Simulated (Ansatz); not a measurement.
# NaO+ (triplet): wave-function methods side by side at distance O1–Na2 = 3.122 Å, cc-pVDZ

How much of the correlation energy of NaO+ (triplet) does each wave-function method recover here?

Method: cc-pVDZ, core rule «outside noble gas», up to 6 orbitals frozen; program: Ansatz 0.2.0, Gaussian basis.

The runs, in order: UHF; CCSD(T) on ROHF; CCSD(T) on UHF; BCCD(T) on ROHF; CISD as a restricted active space (open shells left free, so some higher excitations enter); CCSDT(Q) on ROHF; CCSDT(Q) on UHF; CASSCF and MRCISD+Q, 4 electrons in 4 orbitals; CASSCF and NEVPT2, 4 electrons in 4 orbitals; Full CI.

79 further runs of the same task are left out: 65 for a known fault of the program, 11 that didn't finish, 3 set aside as unsound or not needed. Runs told in other sessions of the task aren't counted.

## Step 1: The system

The geometry derives from a PBE0/def2-TZVP stationary point (not a proven minimum). One bond is set to the value named and the two fragments are kept rigid.

2 atoms, charge 1, spin multiplicity 3.

Atoms are counted from 1 here; the program's logs count them from 0.

No contacts short enough for the rule that draws bonds.

Coordinates:

```xyz
2
NaO
O     0.0000    0.0000    0.0000
Na    0.0000    0.0000    3.1220
```

## Step 2: UHF

The input, in.yaml:

```yaml
crystal:
  periodic: [false, false, false]
  atoms:
    - {symbol: O, position_ang: [0.000000, 0.000000, 0.000000]}
    - {symbol: Na, position_ang: [0.000000, 0.000000, 3.122000]}
basis:
  gaussian: {orbitals: cc-pVDZ}
total_charge: 1
magnetization: {spin_polarized: true, initial_magnetization: 2}
hamiltonian: {xc: hf}
output: {orbitals: {seedname: orbitals}}
```

Launch:

```
ansatz run in.yaml --threads 1 --pin off --events-out ev --progress --plain --max-ram 2393MiB
```

The runs that follow: CCSD(T) on ROHF; CCSD(T) on UHF; BCCD(T) on ROHF; CISD as a restricted active space (open shells left free, so some higher excitations enter); CCSDT(Q) on ROHF; CCSDT(Q) on UHF; CASSCF and MRCISD+Q, 4 electrons in 4 orbitals; CASSCF and NEVPT2, 4 electrons in 4 orbitals; Full CI.

**Question.** What will the summary of the whole plan be? Wanted: FCI from the RHF energy; RMP2 from FCI; UMP2 from FCI; RCCSD from FCI; RCCSD(T) from FCI; UCCSD(T) from FCI; RCCSDT(Q) from FCI; UCCSDT(Q) from FCI; NEVPT2 pair from FCI.

**Answer**, as computed:

```
                         quantity                                                                                           value
          FCI from the ROHF energy                                                                                      -3.4151 eV
                    RMP2 from FCI                                                                                    +44.4 kJ/mol
                    UMP2 from FCI                                                                                    +43.6 kJ/mol
                   RCCSD from FCI                                                                                     +3.2 kJ/mol
                RCCSD(T) from FCI                                                                                     +0.6 kJ/mol
                UCCSD(T) from FCI                                                                                     +0.4 kJ/mol
               RCCSDT(Q) from FCI                                                                                      0.0 kJ/mol
               UCCSDT(Q) from FCI                                                                                     -0.2 kJ/mol
             NEVPT2 pair from FCI                                                                                    +35.7 kJ/mol
           MRCISD+Q pair from FCI                                                                                     -1.0 kJ/mol
levels within 1 kcal/mol (43 meV)  RCCSD, UCCSD, RCCSD(T), UCCSD(T), BCCD(T), RCCSDT, UCCSDT, RCCSDT(Q), UCCSDT(Q), MRCISD+Q pair
                    T1 diagnostic                                                                                           0.017
   effectively unpaired electrons                                                                                            2.01
```

What this shows: RCCSD(T) misses by +0.6 kJ/mol, 0.2 % of the correlation energy. MRCISD+Q pair falls below full CI: the +Q correction isn't variational, and the cores differ from full CI's. One determinant dominates. Of the multireference levels listed MRCISD+Q pair comes nearest in total energy (-1.0 kJ/mol), which doesn't show that its space is the better one. These misses are within one basis, not against nature; the frozen cores of restricted and unrestricted runs differ, which can shift their rows.

Levels on UHF freeze UHF's core orbitals, full CI those of ROHF, so the U rows can settle a little off it for that reason alone.

With open shells the CI space here admits some higher excitations, so it is larger than plain CISD.
